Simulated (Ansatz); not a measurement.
**BH2OS radical (SMILES [BH]SO): one structure at several levels**

An exercise on one series of results from a longer session: the logs are not shown, and one member is left open.

Computed with Ansatz 0.2.0, Gaussian basis. Level: single points in def2-TZVPP.

Cores are frozen in the correlated methods. Orbitals are unrestricted.

**The starting structure**

SMILES `[BH]SO`, 5 atoms, charge 0, spin multiplicity 2.

Atoms are counted from 1 here; the program's logs count them from 0.

Bond lengths: B1–S2 1.650 Å, B1–H4 1.085 Å, S2–O3 1.822 Å, O3–H5 0.935 Å. Angles: S2–B1–H4 172.9°, B1–S2–O3 103.9°, S2–O3–H5 105.9°.

Coordinates:

```
B    -1.2458    0.0205   -0.4462
S    -0.1449   -0.4425    0.6927
O     1.4224    0.2731    0.1013
H    -2.0341    0.2095   -1.1678
H     2.0556    0.0864    0.7637
```

The first run:

run/in.yaml reads:

```yaml
crystal:
  periodic: [false, false, false]
  atoms:
    - {symbol: B, position_ang: [-1.245800, 0.020500, -0.446200]}
    - {symbol: S, position_ang: [-0.144900, -0.442500, 0.692700]}
    - {symbol: O, position_ang: [1.422400, 0.273100, 0.101300]}
    - {symbol: H, position_ang: [-2.034100, 0.209500, -1.167800]}
    - {symbol: H, position_ang: [2.055600, 0.086400, 0.763700]}
basis:
  gaussian: {orbitals: def2-TZVPP}
magnetization: {spin_polarized: true, initial_magnetization: 1}
correlation: {method: ccsd_t}
scf: {omitted_lower_state_checks: [cluster_reference]}
output: {forces: true}
```

The command line of these runs was not kept.

Steps of the session up to this table: CCSD(T)/def2-TZVPP; PBE0-D4/def2-TZVPP; wB97M-V/def2-TZVPP; r2SCAN-D4/def2-TZVPP; PBE-D4/def2-TZVPP; BLYP-D4/def2-TZVPP; SPW92/def2-TZVPP.

One table of the session follows, with a row left open; its other results are not shown here.

```
   method  RMS force component (eV/Å)  angle to CCSD(T) forces (°)  dipole (D)
  CCSD(T)                       1.279                    reference        0.88
  PBE0-D4                       1.347                          6.1        0.82
  wB97M-V                           ?                            ?           ?
r2SCAN-D4                       1.299                          2.1        0.76
   PBE-D4                       1.384                          6.5        0.80
  BLYP-D4                       1.298                         12.7        0.84
    SPW92                       1.564                          6.2        0.84
```

**Question.** Estimate the row for wB97M-V.

The run gave: RMS force component (eV/Å): 1.310; angle to CCSD(T) forces (°): 6.8; dipole (D): 0.91. In the column «RMS force component (eV/Å)» it lies between r2SCAN-D4 (1.299) and PBE0-D4 (1.347).
